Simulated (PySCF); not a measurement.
## BH₃ + 2 F₂ → BF + 3 HF

Level: PBE in the def2-TZVP basis family, all electrons, no relativity, computed in PySCF with density fitting; open shells unrestricted.

| species | state and structure | E (Eh) | ZPE (kJ/mol) | H(298 K) − H(0) (kJ/mol) | S° (J/(mol K)) |
| --- | --- | --- | --- | --- | --- |
| BH₃ | singlet, D3h, B–H 1.199 Å (×3) | -26.55237 | 67.1 | 10.1 | 188.7 |
| F₂ | singlet, D∞h, F–F 1.413 Å | -199.42304 | 6.0 | 8.8 | 202.5 |
| BF | singlet, C∞v, B–F 1.276 Å | -124.57689 | 8.1 | 8.7 | 200.7 |
| HF | singlet, C∞v, H–F 0.932 Å | -100.39132 | 23.8 | 8.7 | 173.9 |

Q: What is the electronic reaction energy?

A: At PBE/def2-TZVP, ΔE = -925.2 kJ/mol from the differences of the total energies times 2625.5, downhill. 

Q: Add zero-point, thermal and entropy terms for 298.15 K and 1 bar.

A: ΔZPE = 0.4 and Δ[H(298) − H(0)] = 7.1 kJ/mol give ΔH° = -917.7 kJ/mol. ΔS° = 128.7 J/(mol K), so ΔG° = -917.7 − 298.15 × (0.1287) = -956 kJ/mol.

Each species is the lowest minimum found with this bonding; other isomers or fragments can lie lower.
